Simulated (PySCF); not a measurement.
Spin–spin coupling constants

Geometry (Å), atoms numbered from 1 in this order:
```xyz
11

C    -1.503    0.128   -0.062
C    -0.026   -0.020    0.004
C     0.964    0.943   -0.325
N     2.162    0.466   -0.145
O     2.026   -0.801    0.300
C     0.724   -1.094    0.390
H    -1.827    0.952    0.572
H    -1.816    0.347   -1.082
H    -1.991   -0.785    0.269
H     0.828    1.945   -0.679
H     0.465   -2.076    0.733
```

Couplings: B3LYP/pcJ-1 (spin–dipole term only in couplings to heteroatoms) in PySCF 2.14.0 with density-fitted response routines, geometry GFN2-xTB; gas phase, one conformer, non-relativistic. Couplings are averaged over pairs made equivalent by symmetry, fast rotation or ring inversion, so a value needn't be that of the named pair in this geometry, while other rotamers aren't included; one pair stands for each set, and the list holds a selection of those of at least 1.5 Hz over up to four bonds, among pairs with at least one C or N or H atom (others weren't computed).

Isotopes: $^{13}$C, $^{1}$H, $^{15}$N, $^{17}$O. Couplings to quadrupolar nuclei such as 17O and 33S are rarely resolved in practice.

| pair | bonds | J (Hz) |
| --- | --- | --- |
| C1, C2 | 1 | 51.7 |
| C1, H7 | 1 | 134.1 |
| C2, C3 | 1 | ? |
| C2, C6 | 1 | 76.5 |
| C3, N4 | 1 | ? |
| C3, H10 | 1 | 195.4 |
| N4, O5 | 1 | -45.1 |
| O5, C6 | 1 | 36.5 |
| C6, H11 | 1 | 208.2 |
| C1, C3 | 2 | ? |
| C1, C6 | 2 | 6.6 |
| C2, O5 | 2 | ? |
| C2, H7 | 2 | ? |
| C2, H10 | 2 | ? |
| C2, H11 | 2 | ? |
| C3, O5 | 2 | 6.7 |
| C3, C6 | 2 | 6.1 |
| N4, C6 | 2 | 2.0 |
| N4, H10 | 2 | -16.3 |
| O5, H11 | 2 | -21.2 |
| H7, H8 | 2 | -15.2 |
| C3, H7 | 3 | 4.4 |
| C3, H11 | 3 | 5.7 |
| O5, H10 | 3 | -8.6 |
| C6, H7 | 3 | ? |
| C6, H10 | 3 | 3.9 |

Task: Estimate the withheld couplings, with signs.

Result: 
- $^{1}J$(C2,C3) = 53.3 Hz (bond length 1.420 Å)
- $^{1}J$(C3,N4) = 4.0 Hz (bond length 1.302 Å)
- $^{2}J$(C1,C3) = 3.9 Hz (angle at C2 128°)
- $^{2}J$(C2,O5) = -1.8 Hz (angle at C6 110°)
- $^{2}J$(C2,H7) = -6.6 Hz (mean over equivalent pairs that range from -7.1 to -5.6 Hz in this conformer)
- $^{2}J$(C2,H10) = 10.1 Hz (angle at C3 128°)
- $^{2}J$(C2,H11) = 13.8 Hz (angle at C6 133°)
- $^{3}J$(C6,H7) = 5.7 Hz
